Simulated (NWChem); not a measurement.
# NWChem timings: SiH2F2 (SMILES F[SiH2]F)

SiH2F2: 5 atoms, total charge 0, spin state singlet. SMILES: `F[SiH2]F`. The coordinates come from a PBE0-D4/def2-TZVP relaxation.

```tsv
atom	x (Å)	y (Å)	z (Å)
F	-1.0790	0.5382	0.9807
Si	-0.0052	-0.0005	-0.0541
F	1.2476	-0.5206	0.7669
H	-0.5905	-1.1387	-0.7863
H	0.4271	1.1217	-0.9073
```

Program: NWChem 7.3.0. Hardware: 1 thread of Intel Xeon 6975P-C (Granite Rapids), shared host, so times are rough. Two-electron integrals are exact unless an approximation is named.

Task: Estimate their order by wall time, quickest first.
A. gradient at B3LYP/aug-cc-pVDZ, grid fine
B. gradient at HF/STO-3G
C. gradient at B3LYP/6-31G* (Cartesian functions), grid xfine

Result: B (0.86 s), C (7.5 s), A (19 s).
